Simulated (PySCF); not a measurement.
Consider N-ethylformamide, `CCNC=O` (C3H7NO). Atom numbers as in the mapped SMILES `[CH3:1][CH2:2][NH:3][CH:4]=[O:5]`.

Level of theory: ωB97X-D3(BJ)/def2-TZVP single points in PySCF, grid level 2; every species was optimised with PBE0-D3(BJ)/def2-SVP. ωB97X-D3(BJ) is ωB97X-V with D3(BJ) in place of VV10. Zero-point and thermal terms (298.15 K, 1 bar) come from unscaled GFN2-xTB harmonic frequencies, with soft modes damped to free rotors in the entropy. These were taken at the GFN2-xTB minima.

Problem. Rank these bonds by dissociation enthalpy, weakest first.
A. C1–C2
B. N3–H
C. C1–H
D. C4–H

Solution. A (350 kJ/mol), D (386 kJ/mol), C (420 kJ/mol), B (448 kJ/mol).

Not ranked, since the method can't order them against a listed neighbour: C2–H (389 kJ/mol), N3–C4 (411 kJ/mol), C2–N3 (411 kJ/mol).

Problem. For C1–H, what are ΔE (electronic) and ΔG(298 K) of the homolysis?

Solution. ΔE = 454 and ΔG = 383 kJ/mol, beside ΔH = 420 kJ/mol. The radicals are `[CH2]CNC=O` and H•.

Caveats: the order of C4–H and C2–H, of N3–C4 and C2–N3, of C2–N3 and C1–H is undecided: the gaps lie inside the method's error (some 10 kJ/mol, one structure a species); in free energy C2–H and N3–C4 (by 4.1 kJ/mol) differ by less than the method's error (some 10 kJ/mol), so that order is undecided; radicals beside a multiple bond are drawn in one resonance form, and their spin spreads.
